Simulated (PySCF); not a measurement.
**Basis-set dependence of excited states**

Compound: BFH4Si.
Atom-mapped SMILES: `[F:1][BH:2][SiH3:3]` (hydrogens: H4 on B2; H5, H6, H7 on Si3)

Structure used (PBE0-D3(BJ)/def2-SVP), in Å, numbered top down from 1:
```xyz
7
BFH4Si angstrom
F      2.009    1.076   -0.153
B      1.285   -0.018   -0.004
Si    -0.749    0.075    0.001
H      1.899   -1.059    0.120
H     -1.268   -0.508    1.280
H     -1.276    1.466   -0.146
H     -1.277   -0.765   -1.121
```

TDDFT with PBE0 (PySCF), vertical singlets, core orbitals frozen in the response, spherical d and f functions. Isolated species at its PBE0-D3(BJ)/def2-SVP geometry, gas phase.

Question: How do the low singlets change with the basis? Take 6-31G*, 6-31+G*, def2-SVP, def2-SVPD, aug-cc-pVDZ, def2-TZVP, def2-TZVPD and aug-cc-pVTZ.

Answer: 

| basis | functions | diffuse | S1 (eV) | S2 (eV) | S3 (eV) | S4 (eV) | S5 (eV) | LUMO (eV) | α (au) |
| --- | --- | --- | --- | --- | --- | --- | --- | --- | --- |
| 6-31G* | 54 | no | 4.83 | 7.09 | 7.39 | 7.88 | 8.67 | -1.39 | 36.1 |
| 6-31+G* | 66 | yes | 4.75 | 6.88 | 7.16 | 7.24 | 7.75 | -1.73 | 40.3 |
| def2-SVP | 66 | no | 4.73 | 6.84 | 7.16 | 7.77 | 8.56 | -1.66 | 39.5 |
| def2-SVPD | 99 | yes | 4.68 | 6.71 | 7.01 | 7.24 | 7.87 | -1.81 | 45.7 |
| aug-cc-pVDZ | 109 | yes | 4.68 | 6.74 | 7.02 | 7.04 | 7.46 | -1.78 | 46.4 |
| def2-TZVP | 123 | no | 4.68 | 6.75 | 7.05 | 7.32 | 8.18 | -1.76 | 43.6 |
| def2-TZVPD | 156 | yes | 4.66 | 6.72 | 7.01 | 7.04 | 7.58 | -1.80 | 46.2 |
| aug-cc-pVTZ | 234 | yes | 4.67 | 6.74 | 6.99 | 7.02 | 7.42 | -1.80 | 46.5 |

States are compared by their number. Against the largest diffuse basis here (aug-cc-pVTZ, itself not a converged limit), sets without diffuse functions differ by up to 0.16 eV in S1 and 1.25 eV in S5; the smaller diffuse sets differ by up to 0.08 and 0.45 eV. State by state, the largest deviation of a set without diffuse functions is S1 0.16, S2 0.35, S3 0.39, S4 0.85, S5 1.25 eV. The same number needn't mean the same state in each row. Against aug-cc-pVTZ the polarisability deviates by -22% in 6-31G*, -13% in 6-31+G*, -15% in def2-SVP, -2% in def2-SVPD, 0% in aug-cc-pVDZ, -6% in def2-TZVP, -1% in def2-TZVPD. A single + in a Pople set puts diffuse functions on heavy atoms only.
